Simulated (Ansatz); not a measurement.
Geometry optimisation, RKS PBE0-D4/def2-SVP in Ansatz.

The input (input.yaml):

```yaml
crystal:
  periodic: [false, false, false]
  atoms:
    - { symbol: Al, position_ang: [0.0, 0.0, 0.0] }
    - { symbol: F, position_ang: [0.0, 0.0, 2.04] }
    - { symbol: H, position_ang: [1.351, 0.0, -0.78] }
    - { symbol: H, position_ang: [-1.351, 0.0, -0.78] }
    - { symbol: P, position_ang: [0.1078, -2.446, 0.8135] }
    - { symbol: H, position_ang: [-0.6605, -3.268, -0.0528] }
    - { symbol: H, position_ang: [1.4574, -2.8876, 0.8103] }
    - { symbol: H, position_ang: [0.0528, -1.198, 1.9406] }
basis:
  gaussian: { orbitals: def2-SVP }
hamiltonian:
  xc: pbe0
  dispersion: d4
relax:
  f_tol: 0.15
  max_steps: 25
  restrain:
    - { distance: [0, 4], at: 3.48, k: 30.0 }
    - { distance: [7, 1], at: 2.12, k: 30.0 }
    - { distance: [0, 1], at: 1.69, k: 30.0 }
    - { distance: [7, 4], at: 1.42, k: 30.0 }
```

Launched with:

```bash
$ ansatz run input.yaml --threads 1 --pin off --max-ram 2048MiB --backend cpu --events-out ev --progress --plain --runs-dir out
```

Q: Where does it end, and by what steps?

A: The run converged. The restraints hold the end off the free minimum. After 6 steps the energy has fallen by 1.764 eV (the restraints' own energy left out); P5 moved furthest, 0.78 Å. Parted: Al1–P5 (2.58 → 3.47 Å).

```
step  energy less start (eV)  largest force component (eV/Å)  accepted
   0                  0.0000                           2.221       yes
   1                  0.2479                           2.285       yes
   2                 -0.1876                           1.947       yes
   3                 -0.8810                           1.735       yes
   4                 -1.6039                           0.724       yes
   5                 -1.7540                           0.168       yes
   6                 -1.7640                           0.250       yes
```

```xyz
8
Properties=species:S:1:pos:R:3
Al 0.018 0.157 0.000
F -0.076 0.394 1.665
H 1.459 0.175 -0.643
H -1.352 -0.009 -0.762
P 0.176 -3.069 1.281
H -0.669 -2.914 0.138
H 1.383 -2.804 0.567
H 0.019 -1.729 1.745
```

The run took 21 s on 1 thread of Arm Neoverse V1, with other jobs on the host, peak memory 0.16 GiB.
